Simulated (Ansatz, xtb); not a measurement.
# Two structures of H2PSi2

Structure X is a doublet given by its coordinates and structure Y is a doublet given by its coordinates. Both are isolated molecules in the gas phase, relaxed with B3LYP-D3(BJ)/def2-SVP.

X (Å):

```xyz
5

P    -0.0651   -1.1151    0.2524
Si   -2.0047   -1.1705    1.1211
Si   -1.0084    0.8555    0.0588
H    -0.6260    2.0087    0.9203
H    -1.5730    1.3449   -1.2295
```

Close contacts (Å): P1–Si2 2.13, P1–Si3 2.19, Si2–Si3 2.50, Si3–H4 1.49, Si3–H5 1.49.

Y (Å):

```yaml
atoms:
  - { symbol: P, position_ang: [-0.0458, 0.6676, 0.9822] }
  - { symbol: Si, position_ang: [-0.7224, -1.5243, 0.2715] }
  - { symbol: Si, position_ang: [-2.0985, 0.2610, 0.3336] }
  - { symbol: H, position_ang: [-3.0944, 1.2305, -0.2100] }
  - { symbol: H, position_ang: [0.7091, 1.2309, -0.1031] }
```

Close contacts (Å): P1–Si2 2.40, P1–Si3 2.19, Si2–Si3 2.25, P1–H5 1.44, Si3–H4 1.49.

Question: Which of the two would you expect CCSD(T)/def2-SVP electronic energies to favour?

Answer: Structure X; the calculation gives E(Y) − E(X) = +0.879 eV.

The same difference at several levels:

```csv
level,geometry,E(Y) − E(X) (eV),departure from the last row (eV),"job, with rough time for the two"
GFN2-xTB,GFN2-xTB,+0.057,−0.822,"optimisation, 0.18 s"
HF/STO-3G,GFN2-xTB,+1.044,+0.165,"single point, 1.5 s"
r2SCAN-D4/def2-SVP,GFN2-xTB,+0.867,−0.012,"single point, 7.2 s"
B3LYP-D3(BJ)/def2-SVP,B3LYP-D3(BJ)/def2-SVP,+0.719,−0.160,"optimisation, 58 s"
HF/def2-SVP,B3LYP-D3(BJ)/def2-SVP,+0.884,+0.005,part of the CCSD(T) run
MP2/def2-SVP,B3LYP-D3(BJ)/def2-SVP,+1.074,+0.195,part of the CCSD(T) run
CCSD(T)/def2-SVP,B3LYP-D3(BJ)/def2-SVP,+0.879,,"single point, 9.6 s"
```

None of the levels shown reverses the order. The largest departure from CCSD(T)/def2-SVP is that of GFN2-xTB, 0.822 eV. MP2 in a larger basis moves the difference by 0.000 eV, a step that isn't added because spin contamination makes open-shell MP2 unreliable in this search.

With harmonic frequencies from B3LYP-D3(BJ)/def2-SVP (ideal gas, rigid rotor, one conformer each, 298.15 K, 1 atm): the zero-point term adds −0.030 eV; ΔH is +0.854 and ΔG +0.846 eV.

The T1 diagnostic of structure Y is large, so the coupled-cluster value is less sure. Open shells are spin-unrestricted, with notable spin contamination under HF/STO-3G, HF/def2-SVP, MP2/def2-SVP, CCSD(T)/def2-SVP. The correlated steps freeze 15 core orbitals. Mirror images aren't counted in ΔG. Programs: Ansatz 0.2.0, xtb 6.7.1; the last row on 1 thread of Arm Neoverse V1 on a shared host.
